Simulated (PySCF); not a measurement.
## Basis and Hamiltonian dependence of the electron affinity of B

B⁻ [He] 2s2 2p2 (3P) → B [He] 2s2 2p1 (2P). Calculated with PySCF 2.14 from differences of total energies of unrestricted determinants, without spin-orbit coupling. Values in eV.

```tsv
basis	Hamiltonian	functions	UHF	LDA	PBE0	MP2 (valence)	CCSD(T) (valence)	CCSD(T) (valence and next inner shell)
aug-cc-pVDZ	non-relativistic	23	-0.300	0.717	0.468	0.144	0.171	n/a
aug-cc-pwCVDZ	non-relativistic	27	-0.298	0.716	0.467	0.147	0.172	0.175
ANO-RCC-VTZP	spin-free X2C	30	-0.834	-0.145	-0.206	-0.433	-0.454	-0.441
def2-TZVPPD	non-relativistic	37	-0.452	0.414	0.220	0.000	-0.004	0.003
x2c-TZVPPall with one added diffuse shell each of s, p, d type	spin-free X2C	40	-0.308	0.712	0.458	0.186	0.208	0.213
dyall-av2z	non-relativistic	42	-0.298	0.754	0.486	0.154	0.183	n/a
aug-cc-pVTZ	non-relativistic	46	-0.305	0.731	0.472	0.208	0.229	n/a
aug-cc-pwCVTZ	non-relativistic	59	-0.305	0.731	0.470	0.208	0.230	0.235
dyall-av3z	spin-free X2C	71	-0.305	0.764	0.488	0.208	0.235	n/a
dyall-av3z	non-relativistic	71	-0.304	0.765	0.489	0.209	0.236	n/a
aug-cc-pVQZ-DK	spin-free X2C	80	-0.306	0.740	0.475	0.224	0.242	n/a
aug-cc-pwCVQZ	non-relativistic	109	-0.305	0.741	0.476	0.225	n/a	0.248
aug-cc-pV5Z	non-relativistic	127	-0.304	0.757	0.484	0.233	0.250	n/a
```

Task: Estimate the row for aug-cc-pVTZ-DK (spin-free X2C, 46 functions).

Result: From the rows with the same Hamiltonian and similar size; the calculation gives UHF -0.31; LDA 0.73; PBE0 0.47; MP2 (valence) 0.21; CCSD(T) (valence) 0.23 (eV).

Extrapolation of CCSD(T) (valence and next inner shell) from aug-cc-pwCVTZ and aug-cc-pwCVQZ: the correlation parts are 0.539 and 0.553 eV; with the X⁻³ form and unrounded values, (4³ × 0.553 − 3³ × 0.539)/(4³ − 3³) = 0.562 eV, and adding the Hartree-Fock value -0.305 eV of the larger basis gives 0.258 eV.

Extrapolation of CCSD(T) (valence) from aug-cc-pVTZ-DK and aug-cc-pVQZ-DK: the correlation parts are 0.535 and 0.548 eV; with the X⁻³ form and unrounded values, (4³ × 0.548 − 3³ × 0.535)/(4³ − 3³) = 0.558 eV, and adding the Hartree-Fock value -0.306 eV of the larger basis gives 0.251 eV.

Frozen in the all-electron rows: valence: 1s2; valence and next inner shell: nothing.

At UHF, ANO-RCC-VTZP lies more than 0.3 eV from the median of the rows with comparable relativity. Of these, ANO-RCC-VTZP has no diffuse functions of the l that the added or promoted electron needs.

In most of these bases the highest occupied level of the anion is positive at LDA, PBE0, so the basis helps to hold the electron.

Reference for a calculation without spin-orbit coupling: 0.280 eV (measured; photodetachment measurements, as compiled on the Wikipedia data page of electron affinities).
